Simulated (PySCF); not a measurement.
**How good is the calculation?**

Numbering as in the mapped SMILES `[CH2:1]=[C:2]([F:3])[F:4]`. Hydrogens are named by the atom that carries them.

The experiment to reproduce: δ ¹⁹F F3/F4 -81.3 ppm (measured; G. Saielli, R. Bini, A. Bagno, Computational 19F NMR. 2. Organic compounds, RSC Adv. 2014, ESI (exp. from Berger-Braun-Kalinowski 1994 and Everett 1995)).
σ ¹⁹F F3/F4 278.6 ppm (measured; gas, 300 K; M. E. Harding, PhD thesis, Mainz 2008 (Harding, Lenhart, Auer, Gauss, JCP 2008, 128, 244111)). Coupling constants: ¹J(C2,F3) -287.0 Hz, ²J(F3,F4) 32.7 Hz.

A single conformation, no relativistic terms, one averaged value for each set of equivalent atoms, no solvent. B3LYP/pcJ-1 coupling constants; structure optimised with PBE0-D3(BJ)/def2-SVP; shieldings: GIAO HF/pcSseg-2; PySCF 2.14.0 with density-fitted response routines.

Set the calculated values beside the experiment.

Results:


Reference values: measured (G. Saielli, R. Bini, A. Bagno, Computational 19F NMR. 2. Organic compounds, RSC Adv. 2014, ESI (exp. from Berger-Braun-Kalinowski 1994 and Everett 1995)).
```
atoms        quantity  reference  computed
F3/F4  δ ¹⁹F vs CFCl3      -81.3     -57.8
```

Reference values: measured (gas, 300 K; M. E. Harding, PhD thesis, Mainz 2008 (Harding, Lenhart, Auer, Gauss, JCP 2008, 128, 244111)).
| atoms | quantity | reference | computed |
| --- | --- | --- | --- |
| F3/F4 | σ ¹⁹F | 278.6 | 303.1 |

Absolute shieldings are compared as such; zero-point and thermal motion, absent here, lowers them by some tenths of a ppm for H, a few ppm for C and up to about 10 ppm for F.

Computed shifts are σ(ref) − σ with the named reference compound (TMS for H and C) calculated as an isolated molecule at the same level.

Coupling constants in Hz:
| coupling | reference | computed | source |
| --- | --- | --- | --- |
| ¹J(C2,F3) | -287.0 | -369.6 | measured; Jessen and Sauer, arXiv:2312.00705 |
| ²J(F3,F4) | 32.7 | -81.9 | measured; Jessen and Sauer, arXiv:2312.00705 |

4 of the 11 published NMR values on file for this molecule are compared. The rest: values from further sources, other calculations.
